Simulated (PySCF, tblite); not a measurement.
# A complex of K+ and ammonia

A gas-phase complex of K+ and ammonia; charge +1, singlet. The structure comes from a short search (6 tight-binding starts) and was relaxed by PBE0-D3(BJ)/def2-SVPD; another way of binding may lie lower. Frequencies by PBE0-D3(BJ)/def2-SVPD show no clear imaginary mode.

Parts: 1 = K+ ([K+]), atoms 1, charge +1; 2 = ammonia (N), atoms 2–5.

```tsv
atom	part	x (Å)	y (Å)	z (Å)
K1	1	-0.930	-0.234	-0.489
N2	2	-0.636	-2.983	-0.462
H3	2	-1.064	-3.451	-1.261
H4	2	0.336	-3.292	-0.467
H5	2	-1.050	-3.431	0.356
```

```csv
contact,kind (by geometry),distance (Å),angle (°)
K1···N2,ion contact,2.765,-
```

Interaction energies are complex less parts, with the parts frozen as they stand in it; counterpoise-corrected, in kcal/mol (PySCF).

(1) How strongly do the parts interact, level by level?

(2) What holds them together? Decompose the wB97M-D3(BJ)/def2-TZVPD energy: frozen parts, their antisymmetrised product, then relaxation.

The parts were also relaxed and run alone, at the levels used for the complex: shieldings by PBE0/pcSseg-2.

Values alone: shielding of K1 (ppm): 1325.5; shielding of N2 (ppm): 262.5.

(3) What does binding change?

(4) What are the binding energy from relaxed parts (wB97M-D3(BJ)/def2-TZVPD), and ΔH and ΔG of association at 298.15 K and 1 atm?

Answers

(1) 
| level | interaction | superposition error removed |
| --- | --- | --- |
| wB97M-D3(BJ)/def2-TZVPD | -19.58 | -0.28 |
| PBE0-D3(BJ)/def2-TZVPD | -20.15 | -0.25 |

(2) electrostatic -23.2, Pauli repulsion +9.7, orbital relaxation -5.7, dispersion correction -0.7 kcal/mol, which sum to the value before the counterpoise correction; the Pauli term holds the exchange-correlation of the frozen density too. Of the attraction, 78 % is electrostatic, 19 % is orbital relaxation, 2 % is dispersion correction.

(3) 
| property | alone | in the complex | change |
| --- | --- | --- | --- |
| shielding of K1 (ppm) | 1325.5 | 1279.6 | -45.9 |
| shielding of N2 (ppm) | 262.5 | 255.2 | -7.3 |

(4) -19.43 kcal/mol, -17.86 with zero-point energy; ΔH -18.6 and ΔG -12.2 kcal/mol, from harmonic vibrations by PBE0-D3(BJ)/def2-SVPD with low modes damped.
